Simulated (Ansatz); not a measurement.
# [OH···H···N], quartet along the distance O1-H3

Starting geometry:

```csv
atom,x (Å),y (Å),z (Å)
O,-1.1404,-0.0292,0.0000
H,-1.3897,0.8974,0.0000
H,-0.1808,-0.0292,0.0000
N,1.4156,-0.0292,0.0000
```

From there H3 is moved from one fragment to the other while all else, the fragments' distance too, stays fixed; atoms are numbered as listed. Energies are in kcal/mol, counted from the starting geometry at the same level. Kohn–Sham curves are unrestricted where that lies lower.

Basis cc-pVTZ; Ansatz 0.2.0. Only valence electrons are correlated (noble-gas cores frozen). R marks a restricted (for open shells ROHF) determinant, U an unrestricted one.

Full CI isn't at hand for all of this; UCCSDT(Q) serves as the reference, and is uncertain by about the last step of the cluster series.

| distance O1-H3 (Å) | wB97X-V |
| --- | --- |
| 0.960 | 0.0 |
| 1.039 | 3.3 |
| 1.198 | 17.8 |
| 1.357 | 27.2 |
| 1.516 | 30.2 |

Estimate the UCCSDT(Q) curve in cc-pVTZ from this one, knowing how wB97X-V errs.

The computed UCCSDT(Q) values, in kcal/mol from the starting point, and the error of wB97X-V against them:
```tsv
distance O1-H3 (Å)	UCCSDT(Q)	wB97X-V less UCCSDT(Q)
0.960	0.0	0.0
1.039	4.1	-0.8
1.198	20.7	-3.0
1.357	32.8	-5.6
1.516	36.1	-5.9
```

The error spans 5.9 kcal/mol and is largest, -5.9 kcal/mol, at 1.516 Å.
